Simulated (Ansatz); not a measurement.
Two shapes of doublet C2H.

Shape 1:

```xyz
3

H     0.0000    0.0000   -1.4287
C     0.0000    0.0000   -0.4385
C     0.0000    0.0000    0.6767
```

Shape 2:

```xyz
3

H    -0.0107    0.0462   -1.5373
C     0.0240   -0.0382   -0.4981
C     0.0095    0.0308    0.7737
```

Basis set: cc-pVTZ (spherical functions). Frozen core: 2 orbitals. Charge 0, multiplicity 2.

Computed with Ansatz (development build ahead of 0.2.0); each method stands on the lowest determinant of its kind that the runs found.

**Question.** Which shape is lower in energy, and by how much in each method?

**Answer.**

| method | E(2) − E(1) (eV) |
| --- | --- |
| UHF | -0.351 |
| UHF-MP2 | 0.202 |

The methods disagree on the order. Caution: the unrestricted determinant is spin contaminated.
